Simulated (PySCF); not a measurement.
Species: C₄H₅N₂ (doublet state).
Z-matrix (Å and degrees, GFN2-xTB geometry), rows numbered from 1:
```
C 
C   1  1.3062
N   2  1.3925  1  125.56
C   3  1.2702  2  124.61  1   -56.00
N   4  1.3477  3  125.80  2   -14.94
C   5  1.2542  4  131.39  3    59.48
H   1  1.0683  2  135.41  3   -12.52
H   2  1.0846  1  121.96  3   178.16
H   4  1.0852  3  117.51  2   179.56
H   6  1.0822  5  118.22  4  -164.05
H   6  1.0894  5  124.59  4    20.12
```

The hyperfine couplings belong to this conformer and change with its torsions.

Identity: `[H]/[C]=C\N=C/N=C` [radical].

Theory: UKS B3LYP, pcH-1 on C H N, non-relativistic, mean-field spin-orbit, GIAO (PySCF). Isolated species at its GFN2-xTB geometry (one conformer only). A GFN2-xTB geometry isn't a minimum of the functional, and hyperfine couplings can be far from their values at a DFT geometry. The frame is twisted about the C2–N3 bond at this geometry (dihedral C1–C2–N3–C4 = -56°); couplings at other torsion angles weren't computed. No stability test was run, so a lower SCF solution isn't excluded.

Question: The isotropic 13C couplings are +312.3, -12.1, -5.1 MHz. Assign them to C1; C2; C4.

Answer: 
```tsv
site	a_iso (MHz)	ρ(0) (bohr⁻³)	position	distance from C1 (Å)	spin population	largest |T| (MHz)
C1	+312.3	+0.2778	largest spin population	0.00	+1.02	141.1
C2	-5.1	-0.0045	1 bond from C1	1.31	-0.12	16.6
C4	-12.1	-0.0108	3 bonds from C1	3.04	-0.02	3.7
```

Question: Match the computed a_iso(14N) values +2.9, -0.7 MHz with the sites N3; N5.

Answer: 
```json
{"site": "N3", "a_iso (MHz)": "+2.9", "ρ(0) (bohr⁻³)": "+0.0089", "position": "2 bonds from C1", "distance from C1 (Å)": "2.40", "spin population": "+0.08", "largest |T| (MHz)": "10.0"}
{"site": "N5", "a_iso (MHz)": "-0.7", "ρ(0) (bohr⁻³)": "-0.0023", "position": "4 bonds from C1", "distance from C1 (Å)": "3.20", "spin population": "+0.01", "largest |T| (MHz)": "0.9"}
```

ρ(0) is the spin density at the nucleus and T the dipolar tensor. The largest Mulliken spin populations are on C1 (+1.02), C2 (-0.12) and N3 (+0.08). C1 is the only atom above +0.15.

Examples of negative spin density at the nucleus (bohr⁻³): C4 (-0.0108), C2 (-0.0045) and N5 (-0.0023).
